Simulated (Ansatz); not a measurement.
# CHNS (SMILES N#CS): one structure at several levels

A test off equilibrium: a structure displaced at random from a GFN2-xTB minimum is computed at several levels, and each is set against CCSD(T).

The runs use Ansatz 0.2.0, Gaussian basis; single points in def2-TZVPP.

Cores are frozen in the correlated methods.

## Step 1: The system as given

SMILES `N#CS`, 4 atoms, charge 0, spin multiplicity 1.

Atoms are counted from 1 here; the program's logs count them from 0.

Bond lengths: N1–C2 1.169 Å, C2–S3 1.694 Å, S3–H4 1.542 Å. Angles: N1–C2–S3 169.1°, C2–S3–H4 103.3°.

Coordinates:

```
N     1.06160   -0.22460    1.50750
C     0.49590   -0.41800    0.50290
S    -0.41490   -0.39020   -0.92520
H    -0.86930    1.07970   -1.02600
```

## Step 2: CCSD(T)/def2-TZVPP

File run/in.yaml:

```yaml
crystal:
  periodic: [false, false, false]
  atoms:
    - {symbol: N, position_ang: [1.061600, -0.224600, 1.507500]}
    - {symbol: C, position_ang: [0.495900, -0.418000, 0.502900]}
    - {symbol: S, position_ang: [-0.414900, -0.390200, -0.925200]}
    - {symbol: H, position_ang: [-0.869300, 1.079700, -1.026000]}
basis:
  gaussian: {orbitals: def2-TZVPP}
correlation: {method: ccsd_t}
output: {forces: true}
```

No record of the launch command was kept for these runs.

## Step 3: PBE0-D4/def2-TZVPP

run/in.yaml, as its differences from that of step 2:

```diff
@@ -9,3 +9,3 @@
   gaussian: {orbitals: def2-TZVPP}
-correlation: {method: ccsd_t}
-output: {forces: true}
+hamiltonian: {xc: pbe0, dispersion: d4}
+output: {forces: true, orbitals: {seedname: orbitals}}
```

## Step 4: wB97M-V/def2-TZVPP

run/in.yaml, as its differences from that of step 3:

```diff
@@ -9,3 +9,3 @@
   gaussian: {orbitals: def2-TZVPP}
-hamiltonian: {xc: pbe0, dispersion: d4}
-output: {forces: true, orbitals: {seedname: orbitals}}
+hamiltonian: {xc: {name: wB97M-V}}
+output: {forces: true}
```

## Step 5: r2SCAN-D4/def2-TZVPP

run/in.yaml, as its differences from that of step 4:

```diff
@@ -9,3 +9,3 @@
   gaussian: {orbitals: def2-TZVPP}
-hamiltonian: {xc: {name: wB97M-V}}
+hamiltonian: {xc: r2scan, dispersion: d4}
 output: {forces: true}
```

## Step 6: PBE-D4/def2-TZVPP

run/in.yaml, as its differences from that of step 5:

```diff
@@ -9,3 +9,3 @@
   gaussian: {orbitals: def2-TZVPP}
-hamiltonian: {xc: r2scan, dispersion: d4}
+hamiltonian: {xc: pbe, dispersion: d4}
 output: {forces: true}
```

## Step 7: wB97X-V/def2-TZVPP

run/in.yaml, as its differences from that of step 6:

```diff
@@ -9,3 +9,3 @@
   gaussian: {orbitals: def2-TZVPP}
-hamiltonian: {xc: pbe, dispersion: d4}
+hamiltonian: {xc: {name: wB97X-V}}
 output: {forces: true}
```

## Step 8: HSE06-D4/def2-TZVPP

run/in.yaml, as its differences from that of step 7:

```diff
@@ -9,3 +9,3 @@
   gaussian: {orbitals: def2-TZVPP}
-hamiltonian: {xc: {name: wB97X-V}}
+hamiltonian: {xc: hse06, dispersion: d4}
 output: {forces: true}
```

(Steps that only read results are left out.)

Q: Predict the outcome of this session. Wanted: energy less free atoms, CCSD(T)/def2-TZVPP; RMS force component; RMS force error; HOMO and LUMO, PBE0-D4; T1 diagnostic.

The runs gave:

```
                                  quantity                                                                                            value
energy less free atoms, CCSD(T)/def2-TZVPP                                                                                  -345.0 kcal/mol
                       RMS force component                                                             1.068 to 1.470 eV/Å over the methods
                           RMS force error  PBE0-D4 0.516, wB97M-V 0.712, r2SCAN-D4 0.293, PBE-D4 0.291, wB97X-V 0.658, HSE06-D4 0.495 eV/Å
                    HOMO and LUMO, PBE0-D4                                                                               -8.21 and -2.17 eV
                             T1 diagnostic                                                                                            0.015
```

What this shows: Against CCSD(T) the functionals' energies less atoms differ by -39.0 to -14.8 kcal/mol, PBE-D4 by -39.0 kcal/mol. A larger basis would deepen the CCSD(T) value, while the functionals are nearly converged already, so the order here is not reliable. For forces PBE-D4 does best and wB97M-V worst. Frozen-core CCSD(T) forces in triple zeta carry basis errors of their own, and this is one geometry, so small gaps rank nothing.
